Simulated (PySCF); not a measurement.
Species: C4H7ClO.
Geometry (PBE0-D3(BJ)/def2-SVP, Å), atoms numbered from 1 in this order:
```
atom  x, y, z in Å
Cl1    1.963    1.060    3.246
C2     1.658    1.055    1.476
C3     0.210    1.420    1.129
C4    -0.382    0.069    0.741
O5     0.680   -0.593    0.101
C6     1.814   -0.369    0.893
H7     2.379    1.766    1.056
H8    -0.303    1.920    1.960
H9     0.204    2.094    0.259
H10   -1.228    0.131    0.044
H11   -0.710   -0.486    1.644
H12    1.870   -1.090    1.731
H13    2.712   -0.485    0.270
```

Linear response at B3LYP/def2-SVPD (PySCF, frozen core in the response, non-relativistic).

Static isotropic polarisability: 64.47 au (9.55 Å³), principal values 57.7, 62.7, 73.1 au.

Q: What is the polarisability at 1064 nm and at the sodium D line?

A: 64.91 au at 1064 nm (+0.7 %), 65.94 au at 589.3 nm (+2.3 %). The rise at 589.3 nm is 3.34 times that at 1064 nm; a pure ω² law gives 3.26. The lowest singlet lies at 185 nm, shorter than both wavelengths.

Q: What is the isotropic C6 coefficient between two such molecules, C6 = (3/π)∫α(iω)² dω?

A: 1859 au (Eh·bohr⁶) by a ten-point quadrature over imaginary frequencies, which is 1110 eV·Å⁶ or 107 J·nm⁶/mol.

Q: Which effective excitation energy ω̄ makes London's formula C6 = (3/4)α²ω̄ exact here?

A: ω̄ = 4·C6/(3α²) = 0.596 Eh = 16.2 eV. A one-pole form α(ω) = α/(1 − ω²/ω̄²) fitted to the 1064 nm value gives 14.2 eV.

Q: How many electrons N does the Slater–Kirkwood formula C6 = (3/4)·√N·α^(3/2) need to give this C6?

A: N = (4·C6/3)²/α³ = 22.9; the species has 56 electrons in all.

Q: What molar refraction at the D line follows from R = (4π/3)·N_A·α′, with α′ the polarisability volume?

A: α′ = 9.77 Å³ gives R = 24.65 cm³/mol, for isolated, non-vibrating species.

Q: What n − 1 at the D line would an ideal gas of it have at 273.15 K and 1 atm (2.6868 × 10¹⁹ cm⁻³), by n − 1 = 2π·N·α′?

A: 16.50 × 10⁻⁴, a formal value whether or not that pressure can be reached.

On an Arm Neoverse V2 with one thread (shared host), this took 28 s. This is the whole response run at B3LYP/def2-SVPD, SCF included.

One conformer stands for the species.
